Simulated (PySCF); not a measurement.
These 4 structures share the formula C4H3FO. Computed with PySCF, PBE0-D3(BJ)/def2-SVP geometry optimisation, gas phase. One conformer each; no zero-point energy, no entropy. No frequencies were run at this level. Point groups hold within 0.08 Å.

**Question.** Order them by energy at this level, lowest first, and give relative energies in kcal/mol.
A. `Fc1ccoc1`
B. `CC1=C(F)C1=O`
C. `O=CC#CCF`
D. `O=C1CC=C1F`

**Answer.** A (0.0), D (16.4), B (31.2), C (41.6).

As drawn, the lowest has an aromatic ring, which the highest lacks; the highest has a C=O bond and a C≡C bond, which the lowest lacks.

```
     SMILES      E (Eh)  E rel (kcal/mol)  dipole (D)  point group      A, B, C (MHz)
   Fc1ccoc1  -328.66022               0.0        1.03           Cs   9354, 3501, 2548
 O=C1CC=C1F  -328.63401              16.4        3.17           Cs   5688, 3911, 2353
Cc1c(F)c1=O  -328.61058              31.2        3.97      near Cs   3963, 3777, 1958
   O=CC#CCF  -328.59398              41.6        1.86            –  24671, 1248, 1197
```
